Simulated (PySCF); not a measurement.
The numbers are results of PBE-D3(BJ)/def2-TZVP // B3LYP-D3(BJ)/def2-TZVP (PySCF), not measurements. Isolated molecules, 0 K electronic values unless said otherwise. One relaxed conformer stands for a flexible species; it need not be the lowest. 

Reference species (SMILES): `FB(F)F` (neutral, multiplicity 1).

```json
{
 "LUMO": "-0.39 eV",
 "HOMO–LUMO gap": "9.61 eV",
 "HOMO": "-10.00 eV"
}
```

Changed species: `SB(S)S` (3 of 3 F replaced by SH; the reference has 0 of 3 F replaced by SH).

Task: Give the shifts of the LUMO, HOMO–LUMO gap and HOMO.

Result: the LUMO decreases by 1.22 eV, to -1.61 eV; the HOMO–LUMO gap drops by 4.86 eV, to 4.75 eV; the HOMO increases by 3.64 eV, to -6.36 eV.
